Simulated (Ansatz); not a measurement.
Process, species as SMILES: OCl (OH-Cl) → Cl[O] (O-Cl) + H atom
B3LYP-D3(BJ)/def2-TZVP geometries, fixed; electronic energies without zero-point terms.
Largest species:
```xyz
3

O      0.0220     1.1044    -0.0012
H     -0.9233     1.3146     0.0160
Cl     0.0439    -0.5970    -0.0004
```
Charge 0, spin multiplicity 1.

Basis-set convergence of the bond dissociation energy at B3LYP with Ansatz (an electronic-structure program). Cartesian d functions, on some or all atoms, in 6-31G*, 6-31G**, 6-31+G*, 6-311G**, 6-311+G**; all else is spherical. The program fits the integrals of some runs and decomposes those of others, by size. Open shells are unrestricted. No added dispersion term, no relativity. Functions are those of the species that has most. Reference: the value in pcseg-4, 96.72 kcal/mol, itself unsure by roughly 0.04 kcal/mol (its mean distance from aug-pcseg-3, aug-cc-pV(Q+d)Z, cc-pV(5+d)Z). Deviations are taken from unrounded values.

| basis | functions |
|---|---|
| STO-3G | 15 |
| 3-21G | 24 |
| 6-31G | 24 |
| 6-31G* | 36 |
| 6-31G** | 39 |
| 6-31+G* | 44 |
| 6-311G** | 51 |
| 6-311+G** | 59 |
| 6-311++G(2d,2p) | 72 |
| 6-311++G(3df,3pd) | 104 |

Problem. Which is the smallest Pople set listed that can be trusted to 2 kcal/mol here, that is, within that of the reference together with its larger relatives (same family, alike in diffuse functions; a set with none to test it counts only in the reference's own line)?

Solution. The smallest set listed that lies within 2 kcal/mol of the reference with all its larger relatives (same family, alike in diffuse functions; a set with none counts only in the reference's own line) is 6-311++G(2d,2p) (72 functions, 1.54 kcal/mol off). Inside the window by cancellation, since a larger relative falls out: 6-31G*, 6-31G**, 6-31+G*. Value minus reference: STO-3G 17.14, 3-21G 4.24, 6-31G 4.16, 6-31G* -1.61, 6-31G** 1.72, 6-31+G* -1.19, 6-311G** 2.56, 6-311+G** 2.26, 6-311++G(2d,2p) 1.54, 6-311++G(3df,3pd) 0.34 kcal/mol.
